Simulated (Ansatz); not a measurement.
Worked example: correlation energy of HSiAs, singlet

Geometry: that of the HSiAs, triplet, kept fixed.

```xyz
3

Si    0.0000   -0.1044    1.5718
As    0.0000    0.0229   -0.6206
H     0.0000    1.2046    2.3294
```

Basis cc-pVDZ; Ansatz 0.2.0. Correlated methods freeze the noble-gas cores and the filled d shells of p-block atoms, which leaves 10 electrons in 31 orbitals. R marks a restricted (for open shells ROHF) determinant. No spin–orbit coupling is included, and no scalar relativity.

Full CI isn't at hand for all of this; RCCSDTQ serves as the reference, and is uncertain by about the last step of the cluster series.

Runs differ by some tens of microhartree through their thresholds, so steps under 0.03 kcal/mol mean nothing.

```csv
level,total energy (hartree)
RHF,-2523.602855
RMP2,-2523.789755
RCCSD,-2523.827077
RCCSD(T),-2523.842438
RCCSDT,-2523.843532
RCCSDT(Q),-2523.846039
RCCSDTQ,-2523.845375
```

Task: What is the correlation energy at RCCSDTQ, and what share of it do RMP2 and RCCSD recover?

Result: E(corr) = -2523.845375 − (-2523.602855) = -0.242520 hartree = -6.599 eV. RMP2: -0.186900 / -0.242520 = 77.07 %. RCCSD: -0.224222 / -0.242520 = 92.46 %.

Task: By how many kcal/mol does RCCSD(T) miss RCCSDTQ (1 hartree = 627.509 kcal/mol), and which steps make up the rest?

Result: -2523.842438 − (-2523.845375) = 0.002937 hartree = 1.84 kcal/mol. Steps: RCCSDT − RCCSD(T) = -0.69, RCCSDT(Q) − RCCSDT = -1.57, RCCSDTQ − RCCSDT(Q) = 0.42 kcal/mol. With more than one leading determinant such errors change with state and geometry, and needn't cancel in differences.
